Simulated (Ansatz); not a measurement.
Born–Oppenheimer molecular dynamics of BClH2 (4 atoms, charge 0, multiplicity 1). It starts from a relaxed structure.

Method: RKS PBE/def2-SVP (Ansatz).

| Property | Result |
| --- | --- |
| ensemble | NVE (velocity Verlet) |
| time step | 0.5 fs |
| steps asked | 166 |
| starting velocities drawn for | 400 K |
| seed | 662461 |

Frames 2.5 fs apart, positions in Å.

Velocities at 40 fs (Å/ps):

```
B 4.29 0.51 -0.02
H -2.10 -1.90 24.46
Cl -1.38 -0.04 0.13
H 4.43 -2.18 -28.65
```

```xyz
4
Properties=species:S:1:pos:R:3 time_fs=40 energy_less_start_eV=0.014 T=347
B 0.019 0.004 -0.013
H 0.021 -0.011 1.220
Cl 1.526 0.000 -0.881
H -1.028 -0.016 -0.615
4
Properties=species:S:1:pos:R:3 time_fs=42.5 energy_less_start_eV=0.052 T=200
B 0.029 0.005 -0.011
H 0.020 -0.014 1.258
Cl 1.522 -0.001 -0.880
H -1.012 -0.020 -0.687
4
Properties=species:S:1:pos:R:3 time_fs=45 energy_less_start_eV=0.042 T=239
B 0.033 0.005 -0.004
H 0.025 -0.013 1.234
Cl 1.520 -0.001 -0.880
H -0.971 -0.020 -0.737
4
Properties=species:S:1:pos:R:3 time_fs=47.5 energy_less_start_eV=0.058 T=176
B 0.032 0.004 0.002
H 0.033 -0.008 1.178
Cl 1.518 0.000 -0.880
H -0.913 -0.016 -0.752
4
Properties=species:S:1:pos:R:3 time_fs=50 energy_less_start_eV=0.095 T=36
B 0.030 0.002 0.003
H 0.038 -0.001 1.167
Cl 1.518 0.000 -0.880
H -0.877 -0.009 -0.748
4
Properties=species:S:1:pos:R:3 time_fs=52.5 energy_less_start_eV=0.051 T=204
B 0.029 0.000 -0.002
H 0.041 0.007 1.217
Cl 1.518 0.000 -0.880
H -0.898 -0.002 -0.746
4
Properties=species:S:1:pos:R:3 time_fs=55 energy_less_start_eV=0.055 T=188
B 0.028 -0.002 -0.005
H 0.040 0.015 1.257
Cl 1.520 0.000 -0.881
H -0.963 0.005 -0.738
4
Properties=species:S:1:pos:R:3 time_fs=57.5 energy_less_start_eV=0.038 T=254
B 0.025 -0.003 -0.007
H 0.036 0.020 1.239
Cl 1.523 0.000 -0.881
H -1.021 0.010 -0.700
4
Properties=species:S:1:pos:R:3 time_fs=60 energy_less_start_eV=0.014 T=348
B 0.016 -0.003 -0.007
H 0.034 0.022 1.183
Cl 1.527 0.000 -0.881
H -1.044 0.012 -0.629
4
Properties=species:S:1:pos:R:3 time_fs=62.5 energy_less_start_eV=0.057 T=183
B 0.005 -0.003 -0.011
H 0.039 0.021 1.155
Cl 1.530 0.000 -0.881
H -1.046 0.011 -0.556
4
Properties=species:S:1:pos:R:3 time_fs=65 energy_less_start_eV=0.054 T=192
B -0.003 -0.002 -0.017
H 0.055 0.018 1.190
Cl 1.532 0.000 -0.882
H -1.071 0.006 -0.518
4
Properties=species:S:1:pos:R:3 time_fs=67.5 energy_less_start_eV=0.069 T=134
B -0.006 -0.001 -0.019
H 0.080 0.013 1.234
Cl 1.534 0.000 -0.882
H -1.120 0.000 -0.526
```

Of the whole run (83 fs, mean temperature of the second half 199 K): The conserved energy stayed within 0.21 meV per atom of its start (net change 0.14 meV per atom), so the integration is sound. Over the second half the temperature averaged 0.50 of the 400 K drawn at the start: a run that starts near a minimum puts about half its kinetic energy into the potential. A run of 0.083 ps of so small a system gives no equilibrium averages.

Run time: 110 s on 1 thread of Intel(R) Xeon(R) Platinum 8259CL CPU @ 2.50GHz (Skylake/Cascade Lake), on a shared host, peak memory 0.1 GiB.
